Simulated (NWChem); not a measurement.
# MgHSCl (SMILES [SH][Mg][Cl]): levels of theory compared

Aim: a comparison of 4 runs (BP86/def2-SVP, BP86/def2-SVPD, BP86/def2-TZVP, BP86/def2-TZVPD) of MgHSCl. 

Program for the calculation: NWChem 7.3.0.

### Step 1. The system as given

MgHSCl: 4 atoms, total charge 0, spin state singlet. SMILES: `[SH][Mg][Cl]`. The coordinates come from a PBE0-D4/def2-TZVP relaxation.

Bond lengths: S1–Mg2 2.277 Å, Mg2–Cl3 2.177 Å, S1–H4 1.345 Å. Angles: S1–Mg2–Cl3 179.3°, Mg2–S1–H4 92.5°.

### Step 2. The polarisability at BP86/def2-SVP (run 1)

File run.xyz:

```xyz
4
ClHMgS polarizability
S     -0.319800     1.572300    -0.514300
Mg    -0.241400    -0.656200    -0.055400
Cl    -0.189400    -2.791200     0.368500
H      0.806300     1.814800     0.180700
```

File run.nw:

```
echo
start run
title "ClHMgS polarizability"
memory 2200 mb

geometry units angstroms noautosym nocenter noautoz
  load format xyz run.xyz
end

basis spherical bse
  * library def2-SVP
end

dft
  xc becke88 perdew86
  grid fine
  convergence energy 1e-08
  iterations 100
  mulliken
  noprint "final vectors analysis"
end

property
  response 1 0
end

task dft property
```

Command:

```bash
$ nwchem run.nw > run.out
```

Log:

```text
[...]
          Wavefunction type:  closed shell.
          No. of atoms     :     4
          No. of electrons :    46
[...]
          Charge           :     0
          Spin multiplicity:     1
[...]
          AO basis - number of functions:    59
[...]
              XC Information
              --------------
                    Becke 1988 Exchange Functional  1.000
                Perdew 1981 Correlation Functional  1.000 local
                Perdew 1986 Correlation Functional  1.000 non-local
[...]
 d= 0,ls=0.0,diis     1  -1058.8979780173 -1.20D+03  2.37D-02  4.10D-01     0.9
[...]
 d= 0,ls=0.0,diis    10  -1058.9496640807 -5.88D-10  6.17D-07  6.09D-10     6.8
         Total DFT energy =    -1058.949664080745
      One electron energy =    -1738.902500229401
           Coulomb energy =      613.793544223570
    Exchange-Corr. energy =      -70.925549859116
 Nuclear repulsion energy =      137.084841784201
[...]
      Total Density - Mulliken Population Analysis
     ---------------------------------------------
    Atom       Charge   Shell Charges
 -----------   ------   -------------------------------------------------------
    1 S   16    16.25   2.00  1.98  1.26  0.57  5.92  1.82  2.66  0.03
    2 Mg  12    11.59   2.00  1.98  0.66 -0.01  5.97  0.41  0.25  0.34
    3 Cl  17    17.26   2.00  1.98  1.27  0.66  5.93  2.15  3.27  0.01
    4 H    1     0.90   0.71  0.16  0.03
[...]
 Anisotropic =      24.6759133
[...]
```

It took 28 s on 1 thread of Intel Xeon Platinum 8259CL at 2.50GHz (Skylake/Cascade Lake), shared host; peak memory 0.11 GiB.

### Step 3. The polarisability at BP86/def2-SVPD (run 2)

File clhmgs.xyz:

```xyz
4
ClHMgS
S     -0.319800     1.572300    -0.514300
Mg    -0.241400    -0.656200    -0.055400
Cl    -0.189400    -2.791200     0.368500
H      0.806300     1.814800     0.180700
```

File clhmgs.nw:

```
start clhmgs
title "ClHMgS"
memory 2200 mb

geometry units angstrom noautosym nocenter noautoz
load clhmgs.xyz
end

basis spherical bse
* library def2-SVPD
end

dft
xc becke88 perdew86
mult 1
grid fine
convergence energy 1e-08
iterations 100
mulliken
noprint "final vectors analysis"
end

property
response 1 0
end

task dft property
```

Command:

```bash
$ nwchem clhmgs.nw > clhmgs.out
```

Log:

```text
[...]
          Wavefunction type:  closed shell.
          No. of atoms     :     4
          No. of electrons :    46
[...]
          Charge           :     0
          Spin multiplicity:     1
[...]
          AO basis - number of functions:    83
[...]
              XC Information
              --------------
                    Becke 1988 Exchange Functional  1.000
                Perdew 1981 Correlation Functional  1.000 local
                Perdew 1986 Correlation Functional  1.000 non-local
[...]
 d= 0,ls=0.0,diis     1  -1058.9124354083 -1.20D+03  1.60D-02  4.22D-01     2.3
[...]
 d= 0,ls=0.0,diis    10  -1058.9621622550 -3.67D-10  4.69D-07  7.52D-10    14.6
         Total DFT energy =    -1058.962162255004
      One electron energy =    -1738.526456772025
           Coulomb energy =      613.376470626778
    Exchange-Corr. energy =      -70.897017893958
 Nuclear repulsion energy =      137.084841784201
[...]
      Total Density - Mulliken Population Analysis
     ---------------------------------------------
    Atom       Charge   Shell Charges
 -----------   ------   -------------------------------------------------------
    1 S   16    16.68   2.00  1.98  1.28  0.56  0.09  5.92  1.82  2.71  0.25  0.03  0.04
    2 Mg  12    10.98   2.00  1.98  0.48  0.02  5.97  0.38 -0.05 -0.05  0.25
    3 Cl  17    17.59   2.00  1.98  1.29  0.64  0.08  5.93  2.15  3.20  0.29  0.01  0.03
    4 H    1     0.74   0.70 -0.02  0.03  0.03
[...]
 Anisotropic =      27.2290897
[...]
```

Run time: 63 s. Hardware: 1 thread of Intel Xeon Platinum 8259CL at 2.50GHz (Skylake/Cascade Lake), shared host; peak memory 0.11 GiB.

### Step 4. The response to a field at BP86/def2-TZVP (run 3)

File nw.xyz:

```xyz
4
ClHMgS BP86
S     -0.319800     1.572300    -0.514300
Mg    -0.241400    -0.656200    -0.055400
Cl    -0.189400    -2.791200     0.368500
H      0.806300     1.814800     0.180700
```

File nw.nw:

```
START nw
TITLE "ClHMgS BP86"
memory total 2200 mb
charge 0
GEOMETRY units angstrom noautosym nocenter noautoz
  load nw.xyz
END
BASIS "ao basis" spherical bse
  S library def2-TZVP
  Mg library def2-TZVP
  Cl library def2-TZVP
  H library def2-TZVP
END
DFT
  xc becke88 perdew86
  grid fine
  convergence energy 1e-08
  maxiter 100
  mulliken
  noprint "final vectors analysis"
END
PROPERTY
  response 1 0
END
TASK dft property
```

Command:

```bash
$ nwchem nw.nw > nw.out
```

Log:

```text
[...]
          Wavefunction type:  closed shell.
          No. of atoms     :     4
          No. of electrons :    46
[...]
          Charge           :     0
          Spin multiplicity:     1
[...]
          AO basis - number of functions:   112
[...]
              XC Information
              --------------
                    Becke 1988 Exchange Functional  1.000
                Perdew 1981 Correlation Functional  1.000 local
                Perdew 1986 Correlation Functional  1.000 non-local
[...]
 d= 0,ls=0.0,diis     1  -1059.2593751881 -1.20D+03  8.25D-03  1.42D+00     3.0
[...]
 d= 0,ls=0.0,diis    10  -1059.3180227969 -5.72D-09  4.81D-07  4.30D-09    24.1
         Total DFT energy =    -1059.318022796885
      One electron energy =    -1739.823262455348
           Coulomb energy =      614.397946470131
    Exchange-Corr. energy =      -70.977548595871
 Nuclear repulsion energy =      137.084841784201
[...]
      Total Density - Mulliken Population Analysis
     ---------------------------------------------
    Atom       Charge   Shell Charges
 -----------   ------   -------------------------------------------------------
    1 S   16    16.47   2.01  0.47  1.49  1.11  0.78  4.19  1.66  0.95  2.38  1.38  0.02  0.03  0.00
    2 Mg  12    11.27   2.00  0.69  1.29  0.57 -0.00  5.12  0.86  0.33  0.15  0.00  0.11  0.15
    3 Cl  17    17.41   2.01  0.43  1.53  1.14  0.82  4.19  1.66  1.14  2.81  1.67  0.00  0.01  0.00
    4 H    1     0.84   0.24  0.47  0.11  0.03
[...]
 Anisotropic =      28.6466717
[...]
```

Wall time 2.1 min (1 thread of Intel Xeon Platinum 8259CL at 2.50GHz (Skylake/Cascade Lake), shared host); peak memory 0.12 GiB.

### Step 5. The response to a field at BP86/def2-TZVPD (run 4)

File clhmgs.nw:

```
start clhmgs
title "ClHMgS polarizability"
memory stack 880 mb heap 220 mb global 1100 mb

geometry units angstroms noautosym nocenter noautoz
S    -0.319800    1.572300   -0.514300
Mg   -0.241400   -0.656200   -0.055400
Cl   -0.189400   -2.791200    0.368500
H     0.806300    1.814800    0.180700
end

basis spherical bse
* library def2-TZVPD
end

dft
xc becke88 perdew86
grid fine
convergence energy 1e-08
maxiter 100
mulliken
noprint "final vectors analysis"
end

property
response 1 0
end

task dft property
```

Command:

```bash
$ nwchem clhmgs.nw > clhmgs.out
```

Log:

```text
[...]
          Wavefunction type:  closed shell.
          No. of atoms     :     4
          No. of electrons :    46
[...]
          Charge           :     0
          Spin multiplicity:     1
[...]
          AO basis - number of functions:   136
[...]
              XC Information
              --------------
                    Becke 1988 Exchange Functional  1.000
                Perdew 1981 Correlation Functional  1.000 local
                Perdew 1986 Correlation Functional  1.000 non-local
[...]
 d= 0,ls=0.0,diis     1  -1059.2608673402 -1.20D+03  7.75D-03  1.43D+00     5.6
[...]
 d= 0,ls=0.0,diis    10  -1059.3198197867 -6.35D-09  4.27D-07  4.57D-09    44.3
         Total DFT energy =    -1059.319819786728
      One electron energy =    -1739.790061403675
           Coulomb energy =      614.360068883518
    Exchange-Corr. energy =      -70.974669050772
 Nuclear repulsion energy =      137.084841784201
[...]
      Total Density - Mulliken Population Analysis
     ---------------------------------------------
    Atom       Charge   Shell Charges
 -----------   ------   -------------------------------------------------------
    1 S   16    16.51   2.01  0.47  1.49  1.11  0.81 -0.00  4.19  1.66  0.96  2.37  1.34  0.04  0.02  0.03  0.01  0.00
    2 Mg  12    11.25   2.00  0.69  1.29  0.61  0.18  5.12  0.86  0.33  0.03 -0.02  0.00  0.11  0.04
    3 Cl  17    17.43   2.01  0.43  1.52  1.14  0.83 -0.04  4.19  1.66  1.14  2.80  1.65  0.06  0.00  0.01  0.01  0.00
    4 H    1     0.82   0.24  0.46  0.05  0.03  0.04
[...]
 Anisotropic =      27.7766742
[...]
```

Run time: 3.9 min. Hardware: 1 thread of Intel Xeon Platinum 8259CL at 2.50GHz (Skylake/Cascade Lake), shared host; peak memory 0.12 GiB.

### Step 6. All runs side by side

| run | level | energy (Eh) | dipole moment (D) | mean polarisability (bohr³) | wall time |
| --- | --- | --- | --- | --- | --- |
| 1 | BP86/def2-SVP | -1058.949664 | 1.03 | 49.5 | 28 s |
| 2 | BP86/def2-SVPD | -1058.962162 | 0.93 | 63.1 | 63 s |
| 3 | BP86/def2-TZVP | -1059.318023 | 0.94 | 57.6 | 2.1 min |
| 4 | BP86/def2-TZVPD | -1059.319820 | 0.88 | 64.8 | 3.9 min |

Convergence of the total energy of singlet MgHSCl with the basis set, against the last point:

| basis set | from the last (mEh) | wall time |
| --- | --- | --- |
| def2-SVP | +370.156 | 28 s |
| def2-SVPD | +357.658 | 63 s |
| def2-TZVP | +1.797 | 2.1 min |
| def2-TZVPD | +0.000 | 3.9 min |

Convergence of the dipole moment of singlet MgHSCl with the basis set, against the last point:

| basis set | from the last (D) | wall time |
| --- | --- | --- |
| def2-SVP | +0.1464 | 28 s |
| def2-SVPD | +0.0516 | 63 s |
| def2-TZVP | +0.0568 | 2.1 min |
| def2-TZVPD | +0.0000 | 3.9 min |

### Step 7. Summary of results

| quantity | value |
| --- | --- |
| run 4: total energy | -1059.31982 Eh |
| run 4: dipole moment | 0.88 D |
| run 4: mean static polarisability | 64.8 bohr³ |

What this shows: The dipole moment (its size) runs from 0.88 D (BP86/def2-TZVPD) to 1.03 D (BP86/def2-SVP). All runs together took 7.6 min, the longest 3.9 min.
